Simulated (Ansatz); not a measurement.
# One shape, several levels: BH3Cl− (SMILES [H][B-]([H])([H])Cl)

Wanted: a comparison of 6 runs (B2PLYP/STO-3G, B3LYP/STO-3G, PBE0/STO-3G, CCSDT/STO-3G, CCSDTQ/STO-3G, FCI/STO-3G) of BH3Cl−. 

The results are computed with Ansatz 0.2.0.

6 further runs of the same task are left out: 6 that didn't finish.

### Step 1. Starting point

BH3Cl− has 5 atoms, charge -1, and is taken as a singlet. SMILES: `[H][B-]([H])([H])Cl`. The H3–B1 distance was set to 3.018 Å, away from the relaxed value. At this shape a bond of the SMILES string is far longer than usual.

Bond lengths: B1–Cl2 1.875 Å, B1–H4 1.208 Å, B1–H5 1.207 Å. Angles: Cl2–B1–H4 106.7°, Cl2–B1–H5 106.7°, H4–B1–H5 112.1°.

### Step 2. A single-point energy at B2PLYP/STO-3G (run 1)

in.yaml

```yaml
crystal:
  periodic: [false, false, false]
  atoms:
    - {symbol: B, position_ang: [-1.731662, -0.012995, 0.365839]}
    - {symbol: Cl, position_ang: [-1.716782, -0.035765, 2.240179]}
    - {symbol: H, position_ang: [1.152300, 0.011380, -0.522240]}
    - {symbol: H, position_ang: [-2.317022, 0.991075, 0.035849]}
    - {symbol: H, position_ang: [-2.308362, -1.012205, 0.011769]}
basis:
  gaussian: {orbitals: STO-3G}
total_charge: -1
hamiltonian: {xc: {name: B2PLYP}}
correlation: {frozen_orbitals: {B: 1, Cl: 5, H: 0}}
accuracy: high
```

Run with:

```console
$ ansatz run in.yaml --threads 1 --pin off --max-ram 2610MiB --events-out events.jsonl --progress --plain --runs-dir runs
```

The program printed:

```text
Warning: RAYON_NUM_THREADS=1 ignored (pool sized by the plan → 1); use --threads N
Functional definition: B2PLYP
  name "B2PLYP"
  parameter a = 0.53
  parameter c = 0.27
  exchange = (1 - a)*b88_x + a*exact_x
  correlation = (1 - c)*lyp_c + c*(mp2_os + mp2_ss)
281 factors; integrals over basis functions are off by at most 2.3e-8 eV
mean field evaluation 1: about -13084.1766 eV, gradient 1.8e1 eV
mean field evaluation 2: about -13084.1756 eV, gradient 1.8e1 eV
mean field evaluation 4: about -13087.4439 eV, gradient 1.0e1 eV
mean field evaluation 8: about -13088.3821 eV, gradient 2.0e0 eV
mean field evaluation 16: about -13088.4010 eV, gradient 2.2e-5 eV
mean field -13088.40100124 eV, -480.9898651587 hartree, gradient 7.8e-8 eV, S^2 0.000000; 0 other end points of the search recorded, 0 dependent functions left out; unrestricted orbitals would lower it
6 core orbitals not correlated: weight in the atoms' cores, before any rotation towards them, 1.000 or more for the frozen orbitals, at most 0.000 for the correlated occupied ones
reference -13088.40101968 eV, -480.9898658364 hartree; 7, 7 occupied and 4, 4 virtual orbitals, 281 factors
second order -4.82219392 eV of doubles, -0.00000000 eV of singles
Total energy: -13089.70301204 eV, -481.0377131730 hartree
```

Wall time 1.6 s (1 thread of Intel Xeon Platinum 8259CL at 2.50GHz (Skylake/Cascade Lake), shared host); peak memory 0.11 GiB.

### Step 3. The energy at B3LYP/STO-3G (run 2)

molecule.yaml

```yaml
crystal:
  periodic: [false, false, false]
  atoms:
    - {symbol: B, position_ang: [-1.731662, -0.012995, 0.365839]}
    - {symbol: Cl, position_ang: [-1.716782, -0.035765, 2.240179]}
    - {symbol: H, position_ang: [1.152300, 0.011380, -0.522240]}
    - {symbol: H, position_ang: [-2.317022, 0.991075, 0.035849]}
    - {symbol: H, position_ang: [-2.308362, -1.012205, 0.011769]}
basis:
  gaussian:
    orbitals: STO-3G
accuracy: high
total_charge: -1
hamiltonian:
  xc: {name: B3LYP}
```

Run with:

```console
$ ansatz run molecule.yaml --threads 1 --pin off --max-ram 2610MiB --events-out events.jsonl --progress --plain --runs-dir runs
```

The program printed:

```text
Warning: RAYON_NUM_THREADS=1 ignored (pool sized by the plan → 1); use --threads N
Functional definition: B3LYP
  name "B3LYP"
  parameter a0 = 0.2
  parameter ax = 0.72
  parameter ac = 0.81
  exchange = (1 - a0 - ax)*slater_x + ax*b88_x + a0*exact_x
  correlation = (1 - ac)*vwn_rpa_c + ac*lyp_c
281 factors; integrals over basis functions are off by at most 2.3e-8 eV
mean field evaluation 1: about -13091.2859 eV, gradient 1.8e1 eV
mean field evaluation 2: about -13072.4009 eV, gradient 4.1e1 eV
mean field evaluation 4: about -13096.1728 eV, gradient 3.4e0 eV
mean field evaluation 8: about -13096.2221 eV, gradient 1.2e-1 eV
mean field evaluation 16: about -13096.2221 eV, gradient 1.4e-6 eV
mean field -13096.22214975 eV, -481.2772870651 hartree, gradient 5.0e-8 eV, S^2 0.000000; 0 other end points of the search recorded, 0 dependent functions left out
reference -13096.22217823 eV, -481.2772881119 hartree; 13, 13 occupied and 4, 4 virtual orbitals, 281 factors
Total energy: -13096.22217823 eV, -481.2772881119 hartree
```

It took 1.5 s on 1 thread of Intel Xeon Platinum 8259CL at 2.50GHz (Skylake/Cascade Lake), shared host; peak memory 0.11 GiB.

### Step 4. The energy at PBE0/STO-3G (run 3)

run.yaml

```yaml
crystal:
  periodic: [false, false, false]
  atoms:
    - {symbol: B, position_ang: [-1.731662, -0.012995, 0.365839]}
    - {symbol: Cl, position_ang: [-1.716782, -0.035765, 2.240179]}
    - {symbol: H, position_ang: [1.152300, 0.011380, -0.522240]}
    - {symbol: H, position_ang: [-2.317022, 0.991075, 0.035849]}
    - {symbol: H, position_ang: [-2.308362, -1.012205, 0.011769]}
basis:
  gaussian:
    orbitals: STO-3G
total_charge: -1
hamiltonian:
  xc: {name: PBE0}
accuracy: high
```

Run with:

```console
$ ansatz run run.yaml --threads 1 --pin off --max-ram 2610MiB --events-out events.jsonl --progress --plain --runs-dir runs
```

The program printed:

```text
Warning: RAYON_NUM_THREADS=1 ignored (pool sized by the plan → 1); use --threads N
Functional definition: PBE0
  name "PBE0"
  parameter a = 0.25
  parameter kappa = 0.804
  parameter beta = 0.06672455060314922
  exchange = (1 - a)*pbe_x(kappa = kappa, mu = beta*pi^2/3) + a*exact_x
  correlation = pbe_c(beta = beta)
281 factors; integrals over basis functions are off by at most 2.3e-8 eV
mean field evaluation 1: about -13086.2183 eV, gradient 1.8e1 eV
mean field evaluation 2: about -13067.9559 eV, gradient 3.9e1 eV
mean field evaluation 4: about -13091.0871 eV, gradient 1.0e0 eV
mean field evaluation 8: about -13091.0651 eV, gradient 1.2e-1 eV
mean field evaluation 16: about -13091.0652 eV, gradient 1.2e-6 eV
mean field -13091.06522724 eV, -481.0877736583 hartree, gradient 1.6e-8 eV, S^2 0.000000; 0 other end points of the search recorded, 0 dependent functions left out
reference -13091.06522863 eV, -481.0877737094 hartree; 13, 13 occupied and 4, 4 virtual orbitals, 281 factors
Total energy: -13091.06522863 eV, -481.0877737094 hartree
```

It took 1.7 s on 1 thread of Intel Xeon Platinum 8259CL at 2.50GHz (Skylake/Cascade Lake), shared host; peak memory 0.11 GiB.

Runs 4 to 5 aren't shown in full; the table further down has their settings and results.

### Step 5. The energy at FCI/STO-3G (run 6)

Changes to in.yaml since step 2:

```diff
@@ -9,6 +9,8 @@
 basis:
-  gaussian: {orbitals: STO-3G}
+  gaussian:
+    orbitals: STO-3G
 total_charge: -1
-hamiltonian: {xc: {name: B2PLYP}}
-correlation: {frozen_orbitals: {B: 1, Cl: 5, H: 0}}
+correlation:
+  method: fci
+  frozen_orbitals: {B: 1, Cl: 5, H: 0}
 accuracy: high
```

Run with:

```console
$ ansatz run in.yaml --threads 1 --pin off --max-ram 2610MiB --events-out events.jsonl --progress --plain --runs-dir runs
```

The program printed, cut to the lines that bear on the results:

```text
Warning: RAYON_NUM_THREADS=1 ignored (pool sized by the plan → 1); use --threads N
Functional definition: HF
  name "HF"
[...]
281 factors; integrals over basis functions are off by at most 2.3e-8 eV
[...]
mean field -13070.67463547 eV, -480.3384332320 hartree, gradient 2.7e-8 eV, S^2 0.000000; 0 other end points of the search recorded, 0 dependent functions left out; unrestricted orbitals would lower it
[...]
unrestricted determinant -13073.85932120 eV, -480.4554682741 hartree, S^2 0.9763
6 core orbitals not correlated: weight in the atoms' cores, before any rotation towards them, 1.000 or more for the frozen orbitals, at most 0.000 for the correlated occupied ones
reference -13070.67463547 eV, -480.3384332320 hartree; 7, 7 occupied and 4, 4 virtual orbitals, 281 factors
state -13075.26847514 eV, -480.5072537263 hartree
Total energy: -13075.26847514 eV, -480.5072537263 hartree
```

It took 1.1 s on 1 thread of Intel Xeon Platinum 8259CL at 2.50GHz (Skylake/Cascade Lake), shared host; peak memory 0.096 GiB.

### Step 6. Overview of the runs

| run | level | frozen core orbitals | energy (Eh) | wall time |
| --- | --- | --- | --- | --- |
| 1 | B2PLYP/STO-3G | 6 | -481.037713 | 1.6 s |
| 2 | B3LYP/STO-3G | – | -481.277288 | 1.5 s |
| 3 | PBE0/STO-3G | – | -481.087774 | 1.7 s |
| 4 | CCSDT/STO-3G | 6 | -480.507757 | 0.57 s |
| 5 | CCSDTQ/STO-3G | 6 | -480.507256 | 6.3 s |
| 6 | FCI/STO-3G | 6 | -480.507254 | 1.1 s |

### Step 7. Outcome

| quantity | value |
| --- | --- |
| run 6: total energy | -480.50725 Eh |
| run 6: correlation energy (6 core orbitals frozen) | -168.8 mEh |

What this shows: Against full CI in this basis: CCSDT -0.5 mEh; CCSDTQ -0.0 mEh. Totals of different functionals can't be ranked against each other. In runs 1, 4, 5 the log says that unrestricted orbitals would lower the reference, so the values rest on an unstable closed-shell determinant (other closed-shell runs at this shape may share the fault). In runs 1, 2, 3, 4, 5, 6 the basis is minimal, so the values are rough. All runs together took 13 s, the longest 6.3 s.
